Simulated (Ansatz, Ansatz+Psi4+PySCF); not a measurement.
```xyz
2

Sc    0.0000    0.0000   -0.4158
O     0.0000    0.0000    1.0915
```

Basis set: cc-pVTZ (spherical functions). Frozen core: 6 orbitals. Charge 0, multiplicity 2.

Computed with Ansatz (development build ahead of 0.2.0); each method stands on the lowest determinant of its kind that the runs found.

The atomization energy at this shape (free ground-state atoms in the same class of orbitals less the molecule, no zero-point energy) of doublet ScO:

```csv
method,atomization energy
UHF,2.57 eV
```

Task: What does UHF-MP2 give?

Result: 7.02 eV. Caution: a free atom is spin contaminated; the shape is not the minimum.
